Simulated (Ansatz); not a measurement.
Process, species as SMILES: PP (P2H4) + [H][H] (H2) → 2 P (PH3)
B3LYP-D3(BJ)/def2-TZVP geometries, fixed; electronic energies without zero-point terms.

Effect of a fitting basis named in the input at PBE/aug-cc-pV(T+d)Z with Ansatz (a first-principles code), against the last row, where the energy of full hydrogenation is -3.63 kcal/mol. The default fits or decomposes integrals by the program's own choice; accuracy: high also tightens integrals, grids and stops.

```csv
setting,largest shift of a total energy (mEh),shift of the energy of full hydrogenation (kcal/mol)
fitting: def2-SV(P)-JKFIT,-0.052,0.005
fitting: def2-universal-JKFIT,-0.052,0.005
fitting: cc-pVTZ-JKFIT,-0.044,-0.006
fitting: cc-pVQZ-JKFIT,-0.016,-0.002
fitting: cc-pV5Z-JKFIT,-0.014,-0.002
fitting: def2-universal-JFIT,-0.381,0.050
accuracy: high,0.001,0.000
accuracy: medium (default),0.000,0.000
```

Within 0.05 kcal/mol in the energy of full hydrogenation: fitting: def2-SV(P)-JKFIT; fitting: def2-universal-JKFIT; fitting: cc-pVTZ-JKFIT; fitting: cc-pVQZ-JKFIT; fitting: cc-pV5Z-JKFIT; accuracy: high. The largest shift is 0.381 mEh in a total energy and 0.050 kcal/mol in the difference.
